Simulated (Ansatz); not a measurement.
A nudged elastic band was laid between two geometries of H₃S₃ (6 atoms, charge 1, multiplicity 1).

All numbers below come from Ansatz 0.2.0, RKS r2SCAN-D4/def2-SVPD.

- movable images: 7
- climbing image: yes
- spring: 5.0 eV/Å²
- optimiser: quadratic models (default)
- start path: through a guess of the saddle point
- force threshold: 0.05 eV/Å
- iteration limit: 60
- end points: relaxed

First end point:

```xyz
6
Properties=species:S:1:pos:R:3
S -1.757 -0.003 -0.655
S -0.246 0.955 0.421
S 0.888 -0.326 1.617
H -0.936 -0.785 -1.405
H 0.645 1.221 -0.577
H 1.407 -1.063 0.599
```

Last end point:

```xyz
6
Properties=species:S:1:pos:R:3
S -2.040 0.071 -0.837
S -0.110 0.563 -0.944
S 0.790 -0.029 1.095
H -1.956 -1.200 -1.327
H 1.370 1.170 1.384
H 1.948 -0.575 0.628
```

Task: What changes between the two ends?

Result: Bonds broken: S2–H5. Bonds formed: S3–H5.

Task: Give the energies along the band, and the barrier.

Result: The forces met the threshold. The highest image is number 2 of 0 to 8, 1.05 eV above the first end and 1.31 eV above the last; the last end lies 0.27 eV below the first. The profile has 2 maxima (images 2, 6) with wells between them (image 4): this band takes more than one step, which may be the mechanism or a detour left from its start path. Neighbouring images differ by up to 1.2 eV, so the band resolves the path poorly. A vibrational analysis at the climbing image gives one clearly imaginary mode, 985i cm⁻¹: a first-order saddle point. The orbitals stay closed-shell, which can raise the energy where a bond breaks towards radicals; this wasn't checked here.

```csv
image,path coordinate (Å),energy (eV),S2–H5 (Å),S3–H5 (Å)
0,0.00,0.00,1.36,2.70
1,0.70,0.20,1.35,2.50
2,1.41,1.05,1.49,1.77
3,2.49,-0.19,2.69,1.36
4,3.58,-0.23,2.84,1.36
5,4.66,-0.22,2.87,1.36
6,5.75,-0.15,2.85,1.36
7,6.83,-0.23,2.78,1.36
8,7.92,-0.27,2.82,1.36
```

Task: What is the geometry of the highest image?

Result: 
```xyz
6
Properties=species:S:1:pos:R:3
S -1.675 -0.438 -0.513
S -0.544 1.056 0.291
S 1.316 0.125 1.343
H -1.032 -0.480 -1.713
H 0.848 0.837 -0.204
H 1.087 -1.100 0.797
```

Run time: 6.5 min on 2 threads of Intel(R) Xeon(R) Platinum 8259CL CPU @ 2.50GHz (Skylake/Cascade Lake) (shared host), peak memory 0.19 GiB.
